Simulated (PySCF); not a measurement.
C₄H₃O₂ (charge -1).
Cartesian coordinates in Å at the PBE0-D3(BJ)/def2-SVP level; atoms count from 1:
```xyz
9
C4H3O2 angstrom
C     -1.9693   -0.1153   -0.0369
C     -0.7049   -0.3028    0.2777
C      0.5570   -0.4707    0.5709
C      1.7729    0.1317   -0.2306
O      2.8131   -0.5230   -0.0502
O      1.5398    1.1347   -0.9145
H     -2.4800   -0.7452   -0.7756
H     -2.5523    0.7016    0.4057
H      0.8336   -1.1491    1.3882
```

Mayer bond orders were computed from the PBE0/pcSseg-1 density (PySCF). Geometry: PBE0-D3(BJ)/def2-SVP; no solvent, vibrations or thermal averaging. The pcSseg-1 basis has no diffuse functions, a weakness for an anion.

Question: Rank these bonds by Mayer order, highest first.
A. C4–O5
B. C1–C2
C. C3–C4
D. C4–O6

Answer: B (2.02), D (1.82), A (1.71), C (0.85).

Q: Set the orders of all bonds between heavy atoms beside their lengths and the difference of the Hirshfeld charges at their ends.

A: 
```tsv
bond	Mayer order	length (Å)	q(first) − q(second) (e)
C1–C2	2.017	1.316	-0.146
C2–C3	1.824	1.306	+0.078
C4–O6	1.824	1.236	+0.533
C4–O5	1.708	1.242	+0.534
C3–C4	0.851	1.576	-0.209
```

Mayer orders depend on the basis set.
